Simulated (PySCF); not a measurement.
Structure revision by computed shifts

A compound C₄H₄O gives the data below (simulated from a calculation) and was assigned the structure `c1ccoc1`.

$^{13}$C{$^{1}$H} NMR (computed): δ 190.8 (C), 85.0 (C), 82.7 (CH), 35.5 (CH3).

$^{1}$H NMR (500 MHz, computed): δ 2.76 (s, 1H), 2.32 (s, 3H).

Method: GIAO B97-2/pcSseg-2 shieldings, PBE0-D3(BJ)/def2-TZVP geometry, in PySCF (gas phase, averaged over atoms made equivalent by symmetry, fast rotation or ring inversion, no relativistic terms, one conformer).

References, each an isolated molecule treated in the same way: $^{1}$H, $^{13}$C vs TMS.

(1) Compare with the shifts computed for the proposed structure, pairing carbons in order of shift.

(2) Which isomer fits?

Answers

(1) Mapped SMILES: `[cH:1]1[cH:2][cH:3][o:4][cH:5]1`. Hydrogens are named by the atom that carries them.

```
atom  computed for proposal  given list  difference
  C3                  148.7       190.8       -42.1
  C5                  148.7        85.0       +63.7
  C1                  115.9        82.7       +33.2
  C2                  115.9        35.5       +80.4
```

The rms difference is 57.9 ppm and the largest +80.4 ppm at C2 (aromatic CH). The proposal also would give 2 carbon signals, not 4. The carbon types in order of shift don't match either: CH, CH, CH, CH for the proposal against C, C, CH, CH3 in the data. The proposal doesn't fit.

(2) SMILES C#CC(C)=O.

1. Carbon types of the structure: 2 × C, 1 × CH, 1 × CH3, which accounts for all hydrogens.
2. δC 190.8: carbonyl carbon of an ynone.
3. δC 85.0: alkyne carbon; the triple bond shields along its axis, which puts it between sp3 and sp2 carbons.
4. δC 82.7: terminal alkyne carbon; sp carbons lie upfield of alkene carbons because the cylindrical π system leaves one tensor component strongly shielded.
5. δH 2.76: hydrogen on a terminal alkyne carbon; it lies on the axis of the triple bond, in its shielding cone.

This is the structure that produced the data.

Shifts are as computed. Against solution values, carbons near 30 ppm lie about +3 ppm off and those near 130 ppm about +7 ppm. Of 1211 compounds with measured shifts, 218 miss one by over three times the rms of a fit or turn the order of signals round; such compounds aren't used in these exercises. Multiplicities follow the n + 1 count of equivalent neighbours, as no J values were calculated; m marks all less simple cases, F and P coupling included.
